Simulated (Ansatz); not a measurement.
# BHF radical: functionals against CCSD(T) at one geometry

The atoms stand at a structure displaced at random from a GFN2-xTB minimum. How far do the functionals agree with CCSD(T) there?

The runs use Ansatz 0.2.0, Gaussian basis; single points in def2-TZVPP.

Correlated methods freeze the cores. Orbitals are unrestricted. B3LYP uses VWN-RPA correlation.

## 1. Starting geometry

SMILES `[BH]F`, 3 atoms, charge 0, spin multiplicity 2.

Atoms are counted from 1 here; the program's logs count them from 0.

Bond lengths: B1–F2 1.212 Å, B1–H3 1.321 Å. Angles: F2–B1–H3 124.3°.

Geometry (Å):

```tsv
atom	x (Å)	y (Å)	z (Å)
B1	-0.2652	0.3087	-0.1315
F2	0.5702	0.7885	0.6037
H3	-0.3440	-0.9753	-0.4312
```

## 2. CCSD(T)/def2-TZVPP

Input file run/in.yaml:

```yaml
crystal:
  periodic: [false, false, false]
  atoms:
    - {symbol: B, position_ang: [-0.265200, 0.308700, -0.131500]}
    - {symbol: F, position_ang: [0.570200, 0.788500, 0.603700]}
    - {symbol: H, position_ang: [-0.344000, -0.975300, -0.431200]}
basis:
  gaussian: {orbitals: def2-TZVPP}
magnetization: {spin_polarized: true, initial_magnetization: 1}
correlation: {method: ccsd_t}
scf: {omitted_lower_state_checks: [cluster_reference]}
output: {forces: true}
```

No record of the launch command was kept for these runs.

## 3. PBE0-D4/def2-TZVPP

Edit run/in.yaml of step 2 so:

```diff
@@ -9,4 +9,3 @@
 magnetization: {spin_polarized: true, initial_magnetization: 1}
-correlation: {method: ccsd_t}
-scf: {omitted_lower_state_checks: [cluster_reference]}
-output: {forces: true}
+hamiltonian: {xc: pbe0, dispersion: d4}
+output: {forces: true, orbitals: {seedname: orbitals}}
```

## 4. wB97M-V/def2-TZVPP

Edit run/in.yaml of step 3 so:

```diff
@@ -9,3 +9,3 @@
 magnetization: {spin_polarized: true, initial_magnetization: 1}
-hamiltonian: {xc: pbe0, dispersion: d4}
-output: {forces: true, orbitals: {seedname: orbitals}}
+hamiltonian: {xc: {name: wB97M-V}}
+output: {forces: true}
```

## 5. r2SCAN-D4/def2-TZVPP

Edit run/in.yaml of step 4 so:

```diff
@@ -9,3 +9,3 @@
 magnetization: {spin_polarized: true, initial_magnetization: 1}
-hamiltonian: {xc: {name: wB97M-V}}
+hamiltonian: {xc: r2scan, dispersion: d4}
 output: {forces: true}
```

## 6. PBE-D4/def2-TZVPP

Edit run/in.yaml of step 5 so:

```diff
@@ -9,3 +9,3 @@
 magnetization: {spin_polarized: true, initial_magnetization: 1}
-hamiltonian: {xc: r2scan, dispersion: d4}
+hamiltonian: {xc: pbe, dispersion: d4}
 output: {forces: true}
```

## 7. r2SCANh-D4/def2-TZVPP

Edit run/in.yaml of step 6 so:

```diff
@@ -9,3 +9,3 @@
 magnetization: {spin_polarized: true, initial_magnetization: 1}
-hamiltonian: {xc: pbe, dispersion: d4}
+hamiltonian: {xc: {name: r2SCANh}, dispersion: d4}
 output: {forces: true}
```

## 8. B3LYP-D4/def2-TZVPP

Edit run/in.yaml of step 7 so:

```diff
@@ -9,3 +9,3 @@
 magnetization: {spin_polarized: true, initial_magnetization: 1}
-hamiltonian: {xc: {name: r2SCANh}, dispersion: d4}
+hamiltonian: {xc: {name: B3LYP}, dispersion: d4}
 output: {forces: true}
```

(Steps that only read results are left out.)

Q: Predict the outcome of this session. Wanted: energy less free atoms, CCSD(T)/def2-TZVPP; RMS force component; RMS force error; HOMO and LUMO, PBE0-D4; T1 diagnostic.

**Answer**, as computed:

| quantity | value |
| --- | --- |
| energy less free atoms, CCSD(T)/def2-TZVPP | -915.7 kJ/mol |
| RMS force component | 2.833 to 3.046 eV/Å over the methods |
| RMS force error | PBE0-D4 0.216, wB97M-V 0.167, r2SCAN-D4 0.116, PBE-D4 0.115, r2SCANh-D4 0.180, B3LYP-D4 0.161 eV/Å |
| HOMO and LUMO, PBE0-D4 | -5.81 and -1.23 eV |
| T1 diagnostic | 0.015 |

In words: Against CCSD(T) the functionals' energies less atoms differ by -65.2 to -32.2 kJ/mol, PBE-D4 by -65.2 kJ/mol. A larger basis would deepen the CCSD(T) value, while the functionals are nearly converged already, so the order here is not reliable. For forces PBE-D4 does best and PBE0-D4 worst. Frozen-core CCSD(T) forces in triple zeta carry basis errors of their own, and this is one geometry, so small gaps rank nothing.
